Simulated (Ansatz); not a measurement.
C₃H₆FNO, SMILES `NC/C(O)=C\F`, relaxed with RKS PBE-D4/def2-SVP in Ansatz 0.2.0 from a rough embedded geometry. The force threshold is 0.03 eV/Å; the program also tests the step.

The species carries charge 0 and has multiplicity 1.

Start:

```xyz
12

N    -0.647   -1.200   -1.128
C    -0.776   -0.049   -0.150
C     0.564    0.190    0.503
O     1.386   -0.983    0.612
C     0.973    1.325    1.028
F     0.177    2.441    1.012
H    -1.584   -1.376   -1.457
H    -0.151   -0.766   -1.903
H    -1.184    0.863   -0.632
H    -1.536   -0.356    0.606
H     0.891   -1.602   -0.008
H     1.887    1.513    1.517
```

```
        step  energy (eV)  largest force (eV/Å)  largest move (Å)
           1   -9443.9826                 2.849             0.000
           2   -9444.2166                 1.276             0.091
           3   -9444.2830                 0.648             0.096
4 (rejected)   -9444.2063                 1.243             0.200
           5   -9444.3005                 0.224             0.086
           6   -9444.3020                 0.044             0.015
           7   -9444.3021                 0.026             0.004
```

End:

```xyz
12

N    -0.605   -1.110   -1.145
C    -0.772   -0.024   -0.170
C     0.563    0.159    0.535
O     1.301   -0.975    0.612
C     0.973    1.336    1.054
F     0.175    2.433    0.973
H    -1.489   -1.589   -1.339
H    -0.247   -0.754   -2.040
H    -1.128    0.943   -0.585
H    -1.531   -0.354    0.574
H     0.831   -1.564   -0.047
H     1.926    1.499    1.578
```

Run time 9.5 s (4 threads of an Arm Neoverse V2 on a shared host); peak host memory 0.16 GiB.
